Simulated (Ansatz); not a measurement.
Reaction: CH4O (methanol, SMILES CO) → CH3 (SMILES [CH3], doublet) + HO (SMILES [OH], doublet) (the C-O bond breaks)
Each species at its own B3LYP-D3(BJ)/def2-TZVP minimum (Ansatz, a first-principles code).

Quantity: bond dissociation energy (electronic), in kcal/mol. Radicals and triplets start from unrestricted determinants; spin-orbit coupling is neglected. CBS(X,Y): correlation extrapolated as X^-3, Hartree-Fock from the larger set (Q,5: extrapolated as (X+1)exp(-9√X)). A bracket is a step between two methods taken in the basis named. The functionals are non-relativistic, so their misses hold any scalar relativity. Double hybrids freeze cores in their MP2 part. '+ core + X2C': CCSD(T) terms for core correlation (cc-pwCVTZ) and scalar relativity (cc-pVTZ-DK).

CCSD(T)/CBS(cc-pVQZ,cc-pV5Z) + [CCSDT(Q) - CCSD(T)]/cc-pVTZ + core + X2C (Ansatz) gives 98.4 kcal/mol.

### Question
How far off this value is PBE/def2-TZVPD (Ansatz), in which direction, and which of these levels come nearer: B3LYP/def2-TZVPD, PBE0/def2-TZVPD, B2PLYP/def2-TZVPD, CCSD(T)/CBS(cc-pVQZ,cc-pV5Z) + core + X2C?

### Answer
PBE gives 100.1 kcal/mol, 1.7 kcal/mol above it. Differences of the others: B3LYP/def2-TZVPD (Ansatz) -5.0; PBE0/def2-TZVPD (Ansatz) -2.7; B2PLYP/def2-TZVPD (Ansatz) -3.0; CCSD(T)/CBS(cc-pVQZ,cc-pV5Z) + core + X2C (Ansatz) 0.1 kcal/mol. Nearer than PBE: CCSD(T)/CBS(cc-pVQZ,cc-pV5Z) + core + X2C.
